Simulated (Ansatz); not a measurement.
Reaction: CHO2 (SMILES [O]C=O, doublet) → CHO2 (SMILES O=[C]O, doublet)
Each species at its own B3LYP-D3(BJ)/def2-TZVP minimum (Ansatz, a quantum-chemistry and plane-wave program), one conformer.

Total energies in hartree (Ansatz). Radicals and triplets start from unrestricted determinants; spin-orbit coupling is neglected. Correlated methods leave the cores frozen. No relativity. The UHF reference of CHO2 ([O]C=O, doublet) is spin-contaminated (<S^2> up to 0.04 over the pure value in the sets run). The determinant of CHO2 ([O]C=O, doublet) is a saddle point of the SCF energy; a lower one exists, which strains HF and MP2.

```tsv
species	HF/cc-pVTZ	CCSD(T)/cc-pVTZ	HF/cc-pVQZ	CCSD(T)/cc-pVQZ	CCSDT(Q)/cc-pVTZ
1: CHO2 (SMILES C(=O)[O], doublet)	-188.15519	-188.81015	-188.16984	-188.86803	-188.81374
2: CHO2 (SMILES [C](O)=O, doublet)	-188.20541	-188.83361	-188.22020	-188.89190	-188.83555
```

Work out the isomerisation energy (electronic) in kcal/mol: take Hartree-Fock from cc-pVQZ, extrapolate the CCSD(T) correlation energy as X^-3 (X = 3, 4), and add CCSDT(Q) - CCSD(T) in cc-pVTZ. 1 hartree = 627.51 kcal/mol.


Species 1: correlation (64·(-0.69819) - 27·(-0.65496))/37 = -0.72974; step -0.00359; E1 = -188.16984 + (-0.72974) + (-0.00359) = -188.90317
Species 2: correlation (64·(-0.67170) - 27·(-0.62820))/37 = -0.70344; step -0.00194; E2 = -188.22020 + (-0.70344) + (-0.00194) = -188.92558
-1·E1 +1·E2 = -0.02241 hartree = -14.1 kcal/mol.
